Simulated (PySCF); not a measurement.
**Gas-phase thermal properties of SF4**

Computed with PySCF (xtb for GFN2) and rigid-rotor harmonic-oscillator thermochemistry at 1 bar. Table values come from the NASA 1993 polynomials. S°(298 K) at PBE0/def2-TZVP differs from the NASA 1993 table for SF4 (-5 J/mol/K); whether the harmonic model or the table's entry is off was not settled. 6-31G* has spherical d functions here. All species are closed-shell singlets. B3LYP is the form with VWN-RPA correlation. The harmonic model lacks anharmonicity and excited electronic states, which grow with temperature; levels with a mode under 35 cm⁻¹ are left out. The table's entry may be an old estimate for SF4 (not checked at source).

```json
[
 {"level": "table", "point group": "-", "σ": "-", "ZPE (kJ/mol)": "-", "S°298 (J/mol/K)": "299.7", "Cp298 (J/mol/K)": "77.6", "S°1000 (J/mol/K)": "413.2", "H1000 − H298 (kJ/mol)": "67.6"},
 {"level": "B3LYP/6-31G*", "point group": "C2v", "σ": "2", "ZPE (kJ/mol)": "30.3", "S°298 (J/mol/K)": "297.4", "Cp298 (J/mol/K)": "76.0", "S°1000 (J/mol/K)": "410.0", "H1000 − H298 (kJ/mol)": "67.2"},
 {"level": "GFN2-xTB", "point group": "C2v", "σ": "2", "ZPE (kJ/mol)": "24.6", "S°298 (J/mol/K)": "311.2", "Cp298 (J/mol/K)": "83.4", "S°1000 (J/mol/K)": "428.5", "H1000 − H298 (kJ/mol)": "69.4"},
 {"level": "HF/6-31G*", "point group": "C2v", "σ": "2", "ZPE (kJ/mol)": "34.8", "S°298 (J/mol/K)": "290.3", "Cp298 (J/mol/K)": "70.4", "S°1000 (J/mol/K)": "398.9", "H1000 − H298 (kJ/mol)": "65.1"},
 {"level": "PBE/def2-SVP", "point group": "C2v", "σ": "2", "ZPE (kJ/mol)": "28.9", "S°298 (J/mol/K)": "299.7", "Cp298 (J/mol/K)": "77.8", "S°1000 (J/mol/K)": "413.6", "H1000 − H298 (kJ/mol)": "67.8"},
 {"level": "PBE0/def2-TZVP", "point group": "C2v", "σ": "2", "ZPE (kJ/mol)": "31.0", "S°298 (J/mol/K)": "294.5", "Cp298 (J/mol/K)": "74.9", "S°1000 (J/mol/K)": "406.6", "H1000 − H298 (kJ/mol)": "66.9"}
]
```
σ: rotational symmetry number. Electronic degeneracy used: 1. Frequencies are unscaled.
